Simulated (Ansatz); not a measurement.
**How far each method lies from full CI for InH2⁺, singlet**

Geometry: a PBE0/def2-TZVP stationary point for this spin, not checked as a minimum.

```yaml
atoms:
  - { symbol: In, position_ang: [0.0000, 0.0000, 0.0000] }
  - { symbol: H, position_ang: [0.0000, 0.0000, -1.6654] }
  - { symbol: H, position_ang: [0.0000, 0.0000, 1.6654] }
```

Basis def2-TZVPP with its core potentials; Ansatz 0.2.0. Only valence electrons are correlated (noble-gas cores and the filled d shells of p-block atoms frozen), which leaves 4 electrons in 69 orbitals. R marks a restricted (for open shells ROHF) determinant. Active spaces: pair = (2e, 2o) about the gap; valence = (4e, 6o) chosen from the atoms' valence shells. No spin–orbit coupling is included; scalar relativity enters through the core potentials alone.

Full CI is exact within this basis and frozen core; it isn't the basis-set limit.

- UHF ⟨S²⟩: 0.000
- T1 diagnostic (RCCSD): 0.0098
- largest doubles amplitude (RCCSD): 0.093

```tsv
level	E − E(RHF) (eV)
RMP2	-1.5036
RCCSD	-1.9198
RCCSD(T)	-1.9398
```

(1) Estimate how far full CI in def2-TZVPP lies from RCCSD(T). The table doesn't fix it; the size of (T) and the diagnostics are the guide.

(1) Full CI in def2-TZVPP lies 0.7 kJ/mol below RCCSD(T), which is 34 % of the (T) step (-1.9 kJ/mol). The diagnostics give no warning, yet the rest is a sizeable part of (T).

The other levels:

```json
{"level": "BCCD(T)", "E − E(full CI) (kJ/mol)": "0.6", "share of correlation (%)": "99.66", "wall time": "0.63 s"}
{"level": "RCCSDT", "E − E(full CI) (kJ/mol)": "0.1", "share of correlation (%)": "99.97", "wall time": "–"}
{"level": "RCCSDT(Q)", "E − E(full CI) (kJ/mol)": "0.0", "share of correlation (%)": "99.99", "wall time": "3.1 s"}
{"level": "CASSCF (pair space)", "E − E(full CI) (kJ/mol)": "144.9", "share of correlation (%)": "22.83", "wall time": "–"}
{"level": "NEVPT2 (pair space)", "E − E(full CI) (kJ/mol)": "39.8", "share of correlation (%)": "78.81", "wall time": "1.4 s"}
{"level": "CASSCF (valence space)", "E − E(full CI) (kJ/mol)": "84.4", "share of correlation (%)": "55.08", "wall time": "–"}
{"level": "NEVPT2 (valence space)", "E − E(full CI) (kJ/mol)": "17.5", "share of correlation (%)": "90.69", "wall time": "1.2 s"}
{"level": "MRCISD (valence space)", "E − E(full CI) (kJ/mol)": "-0.9", "share of correlation (%)": "100.50", "wall time": "–"}
{"level": "MRCISD+Q (valence space)", "E − E(full CI) (kJ/mol)": "-2.5", "share of correlation (%)": "101.31", "wall time": "1.6 s"}
```

The correlation energy at full CI, counted from RHF, is -1.947 eV. That run took 2.6 s on 1 thread of AMD EPYC 9R45, shared host over 708,032 determinants.

Times hold each run's SCF and search for its determinant on a shared host, so for small cases they say little of a method's own cost; they ran on 1 thread of AMD EPYC 9R45.

Not variational, and here over 5 meV under the exact energy: MRCISD+Q (valence space).

The full-CI state has the irrep Ag of D2h, in the program's axes (one component, if the state is degenerate).

Natural occupations of full CI about the gap: 1.957 1.938 0.043 0.012 0.012 0.012 0.006 0.006 0.004 0.003; effectively unpaired electrons, Σ n²(2−n)², 0.03.
